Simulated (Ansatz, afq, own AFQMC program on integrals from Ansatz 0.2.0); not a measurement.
AFQMC on a folder of integrals that Ansatz 0.2.0 wrote.

```yaml
crystal:
  periodic: [false, false, false]
  atoms:
    - {symbol: Si, position_ang: [0.000000, 0.000000, 0.000000]}
    - {symbol: H, position_ang: [0.855850, 0.858745, 0.856831]}
    - {symbol: H, position_ang: [-0.859551, -0.854424, 0.857445]}
    - {symbol: H, position_ang: [-0.854730, 0.855535, -0.861149]}
    - {symbol: H, position_ang: [0.858431, -0.859856, -0.853127]}
basis:
  gaussian: {orbitals: cc-pVQZ}
magnetization: {spin_polarized: false}
correlation: {method: ccsd_t, electrons: outside_noble_gas, hamiltonian_folder: ham}
```

```sh
$ ansatz run in.yaml --threads 1 --pin off --events-out ev --progress --plain --max-ram 16896MiB --backend cuda --devices 0, --max-vram 18GiB
```

afq runs on the folder ham with

```
--method free --trial cisd --walkers 200 --time-step 0.03 --max-blocks 4000 --target-error 0.00034 --factor-cut 1e-05 --seed 8905 --times 0,0.3,0.6,1.2,1.8,2.4,3.6,4.8,6 --taylor-order 8
```

Times are imaginary, in 1/Eh. The walk had a cap of 109 s.

Log:

```
orbitals 174  electrons 4 4  factors 1021 of 1021
reference energy -291.26594728 Eh
CCSD correlation -0.18045685 Eh in 9 cycles, weight of the determinant in the CISD state 0.9135
repeat  energy at the last time / Eh  error
    10  -291.449606  0.000759
    20  -291.450512  0.000742
    30  -291.450671  0.000588
    40  -291.450907  0.000500
    50  -291.450947  0.000439
    60  -291.451123  0.000417
    70  -291.451069  0.000383
    80  -291.451216  0.000371
    90  -291.451236  0.000343
time / (1/Eh)  energy / Eh  error  mean overlap
  0.00  -291.446372  0.000046  1.0944
  0.30  -291.449265  0.000063  1.0885
  0.60  -291.450379  0.000064  1.0830
  1.20  -291.451038  0.000079  1.0834
  1.80  -291.451375  0.000097  1.0720
  2.40  -291.451629  0.000106  1.0576
  3.60  -291.451321  0.000156  1.0435
  4.80  -291.451434  0.000253  1.0479
  6.00  -291.451202  0.000338  1.0640
energy -291.451202 +/- 0.000338 Eh
```

The run passed its tests (error under three times the target), which doesn't prove that it has relaxed.

Against this walk (error 9.2 meV) on the same determinant: CCSD(T) 14.0 meV higher (within the noise), the released energy of a separate walk with a CISD trial 6.5 ± 9.7 meV lower (within the noise). The error is statistical, and a free projection of finite length keeps a remainder of its start.

Cautions: remainder of the start not in the error.

The walk took 68 s on 1 × NVIDIA H100 80GB HBM3 with 2 threads of AMD EPYC 7R13 Processor (Zen 3), with other jobs on the host (the card was shared). The log's last line is the free-projection energy.

A walk keeps the symmetry of its determinant, which the program's search chose and which needn't be the lowest solution, so a lower state of the same spin and another symmetry isn't excluded.
